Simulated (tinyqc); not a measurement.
CIS and TDHF on RHF in the sto-3g basis, frozen core, for OH-, spin multiplicity 1, step by step. The basis has no diffuse functions, so it cannot describe the extra electron: this is an exercise in the method, not the real anion. One step of it, computed by the program tinyqc.

Question. Integrals over molecular orbitals. (pq|rs) = sum C_ip C_jq C_kr C_ls (ij|kl), one index at a time.

coefficients C:
```
              MO1        MO2        MO3        MO4       MO5        MO6
1O 1s    0.994338  -0.240089   0.105650   0.000000  0.000000   0.083280
1O 2s    0.024078   0.885106  -0.547631   0.000000  0.000000  -0.505784
1O 2px   0.000000   0.000000   0.000000   0.997816  0.066052   0.000000
1O 2py   0.000000   0.000000   0.000000  -0.066052  0.997816   0.000000
1O 2pz   0.003186   0.046952   0.530976   0.000000  0.000000  -0.953998
2H 1s   -0.005984   0.253171   0.693851   0.000000  0.000000   0.957215
```

core Hamiltonian H = T + V (hartree), lower triangle:
```
             1O 1s      1O 2s     1O 2px     1O 2py     1O 2pz      2H 1s
1O 1s   -32.125551
1O 2s    -7.471880  -8.750046
1O 2px    0.000000   0.000000  -6.921934
1O 2py    0.000000   0.000000   0.000000  -6.921934
1O 2pz   -0.013226  -0.159451   0.000000   0.000000  -7.025802
2H 1s    -1.420838  -3.072108   0.000000   0.000000  -2.223477  -4.440477
```

Two-electron integrals (ij|kl) in chemists' order, unique and non-zero (hartree):
```
(11|11) 4.785065   (21|11) 0.741380   (21|21) 0.136873   (22|11) 1.118947
(22|21) 0.256633   (22|22) 0.817206   (31|31) 0.024477   (32|31) 0.037809
(32|32) 0.180518   (33|11) 1.115814   (33|21) 0.256684   (33|22) 0.817023
(33|33) 0.880159   (41|41) 0.024477   (42|41) 0.037809   (42|42) 0.180518
(43|43) 0.047444   (44|11) 1.115814   (44|21) 0.256684   (44|22) 0.817023
(44|33) 0.785270   (44|44) 0.880159   (51|51) 0.024477   (52|51) 0.037809
(52|52) 0.180518   (53|53) 0.047444   (54|54) 0.047444   (55|11) 1.115814
(55|21) 0.256684   (55|22) 0.817023   (55|33) 0.785270   (55|44) 0.785270
(55|55) 0.880159   (61|11) 0.141733   (61|21) 0.025952   (61|22) 0.048367
(61|33) 0.048273   (61|44) 0.048273   (61|51) 0.001198   (61|52) 0.002246
(61|55) 0.048562   (61|61) 0.004985   (62|11) 0.350962   (62|21) 0.081530
(62|22) 0.288185   (62|33) 0.283238   (62|44) 0.283238   (62|51) 0.006128
(62|52) 0.047165   (62|55) 0.297800   (62|61) 0.015769   (62|62) 0.126695
(63|31) 0.008456   (63|32) 0.049498   (63|53) 0.009754   (63|63) 0.017884
(64|41) 0.008456   (64|42) 0.049498   (64|54) 0.009754   (64|64) 0.017884
(65|11) 0.255382   (65|21) 0.060084   (65|22) 0.226758   (65|33) 0.216511
(65|44) 0.216511   (65|51) 0.012407   (65|52) 0.084558   (65|55) 0.246997
(65|61) 0.012125   (65|62) 0.121101   (65|65) 0.132296   (66|11) 0.496229
(66|21) 0.117148   (66|22) 0.475416   (66|33) 0.456312   (66|44) 0.456312
(66|51) 0.011231   (66|52) 0.119763   (66|55) 0.513028   (66|61) 0.022850
(66|62) 0.265164   (66|65) 0.289279   (66|66) 0.774606
```

Give: one-electron integrals over orbitals h = C^T H C; Two-electron integrals over orbitals.

Answer.

one-electron integrals over orbitals h = C^T H C (hartree), lower triangle:
```
          1        2        3        4        5        6
1  -32.1081
2    0.5912  -7.1011
3   -0.2506   0.7172  -5.6575
4    0.0000   0.0000   0.0000  -6.9219
5    0.0000   0.0000   0.0000   0.0000  -6.9219
6   -0.1989   0.9996   1.4082   0.0000   0.0000  -5.6374
```

Two-electron integrals over orbitals (pq|rs), unique and non-zero (hartree); the lowest 1 orbital is frozen and left out:
```
(22|22) 0.7246    (32|22) -0.0355   (32|32) 0.1464    (33|22) 0.6280
(33|32) -0.0158   (33|33) 0.6480    (42|42) 0.1494    (43|42) -0.0513
(43|43) 0.0428    (44|22) 0.7525    (44|32) -0.1028   (44|33) 0.6202
(44|44) 0.8802    (52|52) 0.1494    (53|52) -0.0513   (53|53) 0.0428
(54|54) 0.0474    (55|22) 0.7525    (55|32) -0.1028   (55|33) 0.6202
(55|44) 0.7853    (55|55) 0.8802    (62|22) -0.1055   (62|32) -0.0271
(62|33) -0.0062   (62|44) -0.1115   (62|55) -0.1115   (62|62) 0.1085
(63|22) -0.1103   (63|32) 0.1205    (63|33) -0.0453   (63|44) -0.1575
(63|55) -0.1575   (63|62) 0.0377    (63|63) 0.1670    (64|42) -0.0398
(64|43) -0.0092   (64|64) 0.0383    (65|52) -0.0398   (65|53) -0.0092
(65|65) 0.0383    (66|22) 0.6799    (66|32) 0.0266    (66|33) 0.6412
(66|44) 0.6659    (66|55) 0.6659    (66|62) -0.0865   (66|63) -0.0459
(66|66) 0.7193
```
